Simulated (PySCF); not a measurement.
# C5H7F: the cost of one run

Computed with PySCF 2.14.0, with density-fitted response routines of our own, on a single molecule in the gas phase. Atoms are numbered from 0 throughout.

## 1. The molecule as given

13 atoms, charge 0, multiplicity 1; geometry from: GFN2-xTB. The atoms were then displaced at random by about 0.01 Å, so the start is not that level's minimum.

Bonds of the start (Å): C0–C1 1.32, C1–C2 1.31, C2–C3 1.46, C3–C4 1.55, C3–F5 1.41, C0–H6 1.09, C0–H7 1.05, C2–H8 1.11, C3–H9 1.07, C4–H10 1.11, C4–H11 1.07, C4–H12 1.06.

## 2. Relaxing the molecule at PBE0-D3(BJ)/def2-SVP

The job: settings as JSON, then the geometry in Å.

```
{"job": {"xc": "PBE0", "basis": "def2-SVP", "d3": "d3bj", "grid": 1, "shake": 0.01, "kind": "geom"}, "charge": 0, "multiplicity": 1}
C      2.736960    -0.318500    -0.093730
C      1.517540     0.066500     0.239170
C      0.296170     0.413920     0.558380
C     -0.782790     0.518180    -0.421240
C     -1.923930    -0.491540    -0.117550
F     -1.356230     1.801070    -0.357270
H      3.474620     0.423190    -0.390800
H      3.034800    -1.322350    -0.096160
H      0.060930     0.670460     1.607940
H     -0.452840     0.394000    -1.435220
H     -2.300780    -0.330140     0.912180
H     -2.738840    -0.356350    -0.798880
H     -1.559780    -1.485330    -0.200900
```

Launch:

```
$ OMP_NUM_THREADS=1 python probes_run.py task.json out
```

One launch serves the whole session: the jobs run in the order shown.

Q: Estimate the wall time and peak memory of this first job on 1 thread of Arm Neoverse V1, shared host.

About 32 s, with a peak of 0.51 GiB.
